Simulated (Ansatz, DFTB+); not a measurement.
## Band gap of diamond-structure Si: levels of theory against measurement

Reference value: 1.23 eV (measured, zero-point renormalisation of 0.06 eV added back here (the table's ZPR column); inputs from Chen et al. (2018), doi:10.1103/physrevmaterials.2.073803).

```
level (code)                   value (eV)  cell (Å³/atom)  error (eV)
------------------------  ---------------  --------------  ----------
GFN1-xTB as cut by DFTB+  0.75 (indirect)           20.01       -0.48
LDA (Ansatz)              0.47 (indirect)           20.01       -0.76
PBE (Ansatz)              0.57 (indirect)           20.01       -0.66
PBE-D4 (Ansatz)           0.56 (indirect)           19.89       -0.67
r²SCAN+rVV10 (Ansatz)     0.73 (indirect)           20.07       -0.50
Hartree–Fock (Ansatz)     6.34 (indirect)           20.01       +5.11
G0W0@HSE06 (Ansatz)       1.41 (indirect)           20.01       +0.18
```

Leaving aside GFN1-xTB as cut by DFTB+ (doubt noted below): Closest of the ranked levels: G0W0@HSE06 (+0.18 eV). Among them Hartree–Fock (+5.11 eV) misses by most. Of the ranked levels only G0W0@HSE06 lands within 0.3 eV.

Published values of wave-function and many-body methods: 1.7 ± 0.1 eV (published DMC value, backflow, extrapolated, pseudopotential, static lattice; Yang et al. (2020), arXiv:1910.07531).

Semilocal Kohn–Sham gaps run low as a rule, and all computed gaps are for a static lattice, while measured ones hold electron–phonon shifts unless said otherwise.  GFN1-xTB as cut by DFTB+: the gap is read on the k mesh or supercell of the run alone and can be too large. GFN1-xTB as cut by DFTB+: the method was fitted mainly to molecules. GFN1-xTB as cut by DFTB+: codes differ in how they cut the long-range tail of xTB's charge interaction in a crystal, so the value belongs to this code. G0W0@HSE06: GW on a hybrid start was not checked against another program. Values are at the measured cell; PBE-D4 at the level's own equilibrium cell; r²SCAN+rVV10 at the level's own relaxed cell. Cutoffs and k meshes differ between the levels. Ansatz's density-functional and Hartree–Fock values are scalar-relativistic unless marked +SOC, with PAW data made under PBE.

Differences are worked out from the printed values.

Ansatz is a program for electronic structure.
